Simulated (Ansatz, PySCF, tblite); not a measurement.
Breaking a bond: N2, singlet.

- UKS-TPSSh = PySCF with unrestricted TPSSh/cc-pVTZ
- RKS-TPSSh = PySCF 2.14.0 with restricted TPSSh/cc-pVTZ
- UCCSDT = Ansatz (an electronic-structure program) with CCSDT on UHF/cc-pVTZ, frozen core
- GFN2-xTB, 300 K electronic temperature (tblite)
- UHF/cc-pVTZ (PySCF)

Energies are in kJ/mol, each relative to the lowest point of its own curve near equilibrium.

```json
[
 {"R / Å": "0.88", "UKS-TPSSh": "583.3", "RKS-TPSSh": "583.3", "UCCSDT": "611.1", "GFN2-xTB": "635.2", "UHF": "508.0"},
 {"R / Å": "0.93", "UKS-TPSSh": "300.8", "RKS-TPSSh": "300.8", "UCCSDT": "321.0", "GFN2-xTB": "327.0", "UHF": "240.4"},
 {"R / Å": "0.98", "UKS-TPSSh": "128.6", "RKS-TPSSh": "128.6", "UCCSDT": "142.2", "GFN2-xTB": "140.6", "UHF": "85.9"},
 {"R / Å": "1.03", "UKS-TPSSh": "36.3", "RKS-TPSSh": "36.3", "UCCSDT": "44.1", "GFN2-xTB": "40.9", "UHF": "13.8"},
 {"R / Å": "1.07", "UKS-TPSSh": "4.8", "RKS-TPSSh": "4.8", "UCCSDT": "8.1", "GFN2-xTB": "6.3", "UHF": "0.0"},
 {"R / Å": "1.09", "UKS-TPSSh": "0.1", "RKS-TPSSh": "0.1", "UCCSDT": "1.2", "GFN2-xTB": "0.5", "UHF": "4.5"},
 {"R / Å": "1.10", "UKS-TPSSh": "0.0", "RKS-TPSSh": "0.0", "UCCSDT": "0.0", "GFN2-xTB": "0.0", "UHF": "9.2"},
 {"R / Å": "1.16", "UKS-TPSSh": "26.0", "RKS-TPSSh": "26.0", "UCCSDT": "19.5", "GFN2-xTB": "24.2", "UHF": "63.9"},
 {"R / Å": "1.20", "UKS-TPSSh": "62.5", "RKS-TPSSh": "62.5", "UCCSDT": "51.7", "GFN2-xTB": "59.7", "UHF": "108.0"},
 {"R / Å": "1.29", "UKS-TPSSh": "178.1", "RKS-TPSSh": "178.1", "UCCSDT": "156.4", "GFN2-xTB": "173.0", "UHF": "204.7"},
 {"R / Å": "1.34", "UKS-TPSSh": "253.4", "RKS-TPSSh": "253.4", "UCCSDT": "224.8", "GFN2-xTB": "246.9", "UHF": "255.4"},
 {"R / Å": "1.46", "UKS-TPSSh": "438.6", "RKS-TPSSh": "443.2", "UCCSDT": "394.2", "GFN2-xTB": "432.2", "UHF": "364.4"},
 {"R / Å": "1.64", "UKS-TPSSh": "636.7", "RKS-TPSSh": "712.7", "UCCSDT": "616.7", "GFN2-xTB": "690.4", "UHF": "481.4"},
 {"R / Å": "1.79", "UKS-TPSSh": "745.0", "RKS-TPSSh": "906.3", "UCCSDT": "745.0", "GFN2-xTB": "868.0", "UHF": "519.0"},
 {"R / Å": "1.98", "UKS-TPSSh": "832.3", "RKS-TPSSh": "1108.8", "UCCSDT": "835.4", "GFN2-xTB": "1042.3", "UHF": "520.5"},
 {"R / Å": "2.21", "UKS-TPSSh": "883.5", "RKS-TPSSh": "1297.5", "UCCSDT": "880.4", "GFN2-xTB": "1192.4", "UHF": "—"},
 {"R / Å": "2.40", "UKS-TPSSh": "902.8", "RKS-TPSSh": "1415.5", "UCCSDT": "893.3", "GFN2-xTB": "1277.4", "UHF": "—"},
 {"R / Å": "2.63", "UKS-TPSSh": "914.0", "RKS-TPSSh": "1522.9", "UCCSDT": "898.4", "GFN2-xTB": "1345.4", "UHF": "—"},
 {"R / Å": "2.95", "UKS-TPSSh": "920.3", "RKS-TPSSh": "1624.8", "UCCSDT": "900.2", "GFN2-xTB": "1396.1", "UHF": "—"},
 {"R / Å": "3.21", "UKS-TPSSh": "922.3", "RKS-TPSSh": "1679.5", "UCCSDT": "900.8", "GFN2-xTB": "1416.0", "UHF": "—"},
 {"R / Å": "3.78", "UKS-TPSSh": "924.1", "RKS-TPSSh": "1747.9", "UCCSDT": "901.4", "GFN2-xTB": "1428.2", "UHF": "—"},
 {"R / Å": "4.39", "UKS-TPSSh": "924.8", "RKS-TPSSh": "1781.0", "UCCSDT": "901.8", "GFN2-xTB": "1429.0", "UHF": "—"}
]
```

At the longest distance, 4.39 Å, RKS-TPSSh lies highest above its minimum (1781.0 kJ/mol) and UCCSDT lowest (901.8 kJ/mol).

A dash means that the run gave no value there, or that the column was ended at a point which the program doubted or which failed a test of continuity chosen for this set; such a test can also cut sound points.

The unrestricted solution behind UKS-TPSSh changes between 1.46 and 1.64 Å and between 1.64 and 1.79 Å and between 1.79 and 1.98 Å and between 1.98 and 2.21 Å, which can leave a kink. The unrestricted determinant behind UKS-TPSSh is spin-contaminated at 1.46 to 4.39 Å (<S²> up to 3.0, against 0.00 for a pure singlet). The restricted form behind RKS-TPSSh keeps the bonding electrons paired and can't separate into open-shell fragments. The unrestricted solution behind UCCSDT, UHF changes between 1.20 and 1.29 Å and between 1.46 and 1.64 Å and between 1.64 and 1.79 Å, which can leave a kink. The unrestricted determinant behind UCCSDT, UHF is spin-contaminated at 1.16 to 4.39 Å (<S²> up to 3.0, against 0.00 for a pure singlet).
